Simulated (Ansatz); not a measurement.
Al₂FH₃ (`[F][AlH][AlH2]`) from Hartree–Fock to CCSD(T)

Z-matrix (Å, degrees):
```
Al
Al 1 2.606
F 1 1.658 2 116.8
H 1 1.590 2 129.0 3 179.9
H 2 1.593 1 120.6 3 -179.8
H 2 1.590 1 121.8 3 0.2
```

Charge 0, multiplicity 1. The geometry is a stationary point of PBE0-D4/def2-TZVP. Frozen core, restricted reference, Ansatz. CBS rows extrapolate triple and quadruple zeta.

| basis | HF (Eh) | MP2 corr. |
| --- | --- | --- |
| def2-SVP | -584.82798 | -0.31050 |
| def2-TZVPP | -585.13069 | -0.40606 |
| def2-QZVPP | -585.15032 | -0.44266 |

Problem. Estimate the CCSD correlation energy and the (T) correction in each basis where they were run (hartree).

Solution. 
```json
{"basis": "def2-SVP", "CCSD corr.": "-0.34278", "(T)": "-0.00541"}
{"basis": "def2-TZVPP", "CCSD corr.": "-0.43748", "(T)": "-0.01144"}
{"basis": "def2-QZVPP", "CCSD corr.": "-0.46917", "(T)": "-0.01361"}
{"basis": "CBS(def2)", "CCSD corr.": "-0.49265", "(T)": "-0.01522"}
```
